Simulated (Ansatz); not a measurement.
# How far each method lies from UCCSDT(Q) for [OH···H···O], triplet

Geometry: a point of a hydrogen-transfer path between rigid fragments, not a stationary point.

```xyz
4

O    -1.2088   -0.0275    0.0000
H    -1.4581    0.8991    0.0000
H    -0.0088   -0.0275    0.0000
O     1.3012   -0.0275    0.0000
```

Basis cc-pVDZ; Ansatz 0.2.0. Correlated methods freeze the noble-gas cores, which leaves 14 electrons in 36 orbitals. Prefix R: restricted or restricted open-shell reference; prefix U: unrestricted. Active spaces: valence = (14e, 10o) chosen from the atoms' valence shells; pair = (4e, 4o) about the gap.

Full CI isn't at hand for all of this; UCCSDT(Q) serves as the reference, and is uncertain by about the last step of the cluster series. The frozen core follows each run's orbitals, which can shift R against U totals by a few meV.

HF rows are the lowest solutions found. Coupled cluster chose its determinant by trial CCSD, here up to 0.25 eV above the lowest Hartree–Fock solution of its kind, and MP2 stands on that determinant too.

The UHF ⟨S²⟩ is 2.009, the T1 diagnostic (RCCSD) is 0.0625 and the largest doubles amplitude (RCCSD) is 0.052. The T1 diagnostic (UCCSD) is 0.0234.

| level | E − E(UCCSDT(Q)) (kJ/mol) | share of correlation (%) | wall time |
| --- | --- | --- | --- |
| UHF | 936.9 | 4.05 | 0.66 s |
| RMP2 | 101.3 | 89.63 | – |
| UMP2 | 98.6 | 89.90 | – |
| RCCSD | 22.5 | 97.70 | – |
| UCCSD | 20.8 | 97.87 | – |
| RCCSD(T) | 4.7 | 99.52 | 5.5 s |
| UCCSD(T) | 4.2 | 99.57 | 6 s |
| BCCD(T) | 4.5 | 99.54 | 5.5 s |
| RCCSDT | 2.6 | 99.74 | – |
| UCCSDT | 2.3 | 99.76 | – |
| RCCSDT(Q) | 0.1 | 99.99 | 48 s |
| CASSCF (pair space) | 877.6 | 10.13 | – |
| NEVPT2 (pair space) | 79.8 | 91.82 | 1.1 s |
| MRCISD (pair space) | 75.0 | 92.32 | – |
| MRCISD+Q (pair space) | 13.2 | 98.65 | 1.7 s |
| CASSCF (valence space) | 781.7 | 19.94 | – |
| NEVPT2 (valence space) | 124.1 | 87.29 | 2.7 s |
| MRCISD (valence space) | 55.6 | 94.31 | – |
| MRCISD+Q (valence space) | 7.1 | 99.27 | 5.5 s |

The correlation energy at UCCSDT(Q), counted from the determinant under the R cluster runs, is -10.120 eV. That run took 40 s on 1 thread of Arm Neoverse V2, shared host.

Run but not shown, since their state or frozen core can't be matched to the reference's or they repeat it: RHF, CISD.

Times hold each run's SCF and search for its determinant on a shared host, so for small cases they say little of a method's own cost; they ran on 1 thread of Arm Neoverse V2.

Natural occupations of CASSCF (valence space) about the gap: 1.997 1.976 1.949 1.004 1.001 0.052 0.024; effectively unpaired electrons, Σ n²(2−n)², 2.02.
